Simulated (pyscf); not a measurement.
One hydrogen abstraction on the doublet surface with elements of a group swapped. ωB97M-D3(BJ)/def2-TZVP, eV, from the separated reactants. PySCF, gas phase, ωB97X-D3(BJ)/def2-SVP geometries.

```
step                                                                     barrier  reaction energy  imaginary mode (i cm⁻¹)
--------------------------------------------------------------------  ----------  ---------------  -----------------------
`[PH][GeH3]` [doublet] + `[H][H]` → `[PH2][GeH3]` + `[H]` [doublet]         1.04            +0.92                      738
`[SiH3][PH]` [doublet] + `[H][H]` -> `[SiH3][PH2]` + `[H]` [doublet]  (withheld)       (withheld)                      746
```

Task: Some entries are withheld; supply them.

Result: 
- `[SiH3][PH]` [doublet] + `[H][H]` -> `[SiH3][PH2]` + `[H]` [doublet], barrier: 1.05
- `[SiH3][PH]` [doublet] + `[H][H]` -> `[SiH3][PH2]` + `[H]` [doublet], reaction energy: +0.93

Each row is the saddle that its search found. Elements up to Kr have no core potential and no relativistic terms here.
